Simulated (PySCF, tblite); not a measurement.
**H₂OF−, a complex of two parts: NMR shifts, interaction energy, infrared bands, spin-spin couplings and core binding energies**

An exercise on one series of results from a longer session: the logs are not shown, and one member is left open.

Computed with tblite 0.8.0 and PySCF 2.14.0; each step states its level. No surroundings beyond the atoms listed, unless a continuum is named. Atoms count from 0, parts from 1.

## The system as given

4 atoms, charge -1, multiplicity 1; geometry: rigid parts in contact. Parts: 1 = atoms 0–2, `O`, charge 0; 2 = atom 3, `[F-]`, charge -1.

The first run:

Job settings and geometry (Å):

```
{"job": {"kind": "dock", "xc": "GFN2-xTB", "basis": "xTB"}, "charge": -1, "multiplicity": 1, "parts": [{"atoms": "0-2", "charge": 0, "multiplicity": 1}, {"atoms": "3-3", "charge": -1, "multiplicity": 1}]}
O     -0.001829     0.379338     0.004840
H     -0.771253    -0.193422     0.003990
H      0.773081    -0.185916    -0.008829
F      2.678952    -0.014684     0.670004
```

Level: GFN2-xTB search for minima from random contacts, gas phase.

The run is started by

```console
$ OMP_NUM_THREADS=1 python cluster_run.py task.json out
```

One launch serves the whole session: the jobs run in the order shown.

Among the steps run: Bringing the parts together with GFN2-xTB; Relaxing the molecule at PBE0-D3(BJ)/def2-TZVPD; NMR shieldings: PBE0/aug-pcSseg-2; Coupled-cluster interaction energy: CCSD(T) and MP2.

One table of the session follows, with a row left open; its other results are not shown here.

It belongs to the step «Coupled-cluster interaction energy: CCSD(T) and MP2». 

| method | interaction energy (kcal/mol) |
| --- | --- |
| HF/aug-cc-pVDZ | -30.74 |
| MP2/aug-cc-pVDZ | -30.36 |
| CCSD/aug-cc-pVDZ | -30.00 |
| CCSD(T)/aug-cc-pVDZ | -30.14 |
| HF/aug-cc-pVQZ | ? |
| MP2/aug-cc-pVQZ | -32.76 |
| SCS-MP2/aug-cc-pVQZ | -31.46 |
| MP2, extrapolated | -33.09 |
| CCSD(T), limit estimate | -32.87 |

Q: Estimate the row for HF/aug-cc-pVQZ from the others.

As computed: interaction energy (kcal/mol): -31.57. In the column «interaction energy (kcal/mol)» it lies between MP2/aug-cc-pVQZ (-32.76) and SCS-MP2/aug-cc-pVQZ (-31.46).

Limits of these values: The interaction energy leaves out the deformation of the parts, 6.11 kcal/mol (MP2); added to the CCSD(T) estimate it gives a binding of about -26.77 kcal/mol.
